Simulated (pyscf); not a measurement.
**Insertion: PH₃ + AlH [singlet] → H₂Al–PH₂**

Gas phase, singlet surface, charge 0. Bonds broken: P1–H3. Bonds formed: P1–Al5, H3–Al5. PySCF, gas phase, ωB97X-D3(BJ)/def2-SVP geometries. Correlated levels are frozen-core, on RHF or UHF. ΔMP2 is the change of the MP2 total energy from the triple- to the quadruple-zeta basis.

Transition state (Å):

```xyz
6

P     -0.1045     0.7557    -0.4944
H      0.6362     1.7633    -1.1479
H      1.3563     0.5476     0.4624
H     -1.3632     1.4408    -0.3866
Al     1.1326    -1.1254     0.0053
H      0.0006    -1.8754     0.8570
```

One imaginary mode, 1104i cm⁻¹; descent along it reached the two sides named, in the forms told below.

```tsv
bond	change	reactant side (Å)	saddle	product side
P1–H3	breaks	1.417	1.759	3.4
P1–Al5	forms	2.7	2.306	2.312
H3–Al5	forms	3.5	1.749	1.586
```

Electronic energies relative to the separated reactants (eV):

```
level                             barrier  reaction energy  reverse barrier
--------------------------------  -------  ---------------  ---------------
ωB97X-D3(BJ)/def2-TZVP               0.82            -1.93             2.75
PBE/def2-TZVP                        0.35            -1.68             2.03
r²SCAN/def2-TZVP                     0.35            -1.90             2.25
B3LYP-D3(BJ)/def2-TZVP               0.75            -1.61             2.36
PBE0-D3(BJ)/def2-TZVP                0.54            -1.78             2.32
M06-2X/def2-TZVP                     0.84            -1.57             2.42
ωB97M-D3(BJ)/def2-TZVP               0.99            -1.57             2.56
HF/def2-TZVP                         1.84            -1.44             3.28
MP2/def2-QZVPP                       0.71            -1.82             2.53
CCSD/def2-TZVPP                      1.08            -1.53             2.61
CCSD(T)/def2-TZVPP                   0.86            -1.58             2.45
CCSD(T)/def2-TZVPP + ΔMP2(QZVPP)     0.80            -1.64             2.44
```

With CCSD(T)/def2-TZVPP + ΔMP2(QZVPP) energies and thermal terms (ideal gas, 1 atm, RRHO with modes under 100 cm⁻¹ raised to 100, one conformer, R ln 2 for rigid chiral ones), in eV:

```tsv
T (K)	ΔH‡	ΔG‡	ΔH	ΔG
298	0.77	1.14	-1.62	-1.25
600	0.78	1.51	-1.58	-0.89
900	0.80	1.88	-1.54	-0.55
1200	0.82	2.23	-1.50	-0.23
```

On the reactant side the descent ends in an adduct with a Al–P contact, 0.49 eV under the separated species and 1.30 eV under the saddle at ωB97X-D3(BJ)/def2-TZVP. What is counted as formed (Al–P) is already present as a longer contact in the reactant adduct; forming that adduct is a step of its own. The same reactants have a lower exit, to Al–PH₂ [singlet] + H₂ (barrier +0.47 eV at ωB97M-D3(BJ), against +0.99 eV here). One saddle was located; it need not be the lowest between these sides. A restricted solution here is unstable towards spin polarisation, so biradical character is likely and single-reference numbers are less safe. The CCSD(T) − MP2 part came from Ansatz, without density fitting, on the same reference.
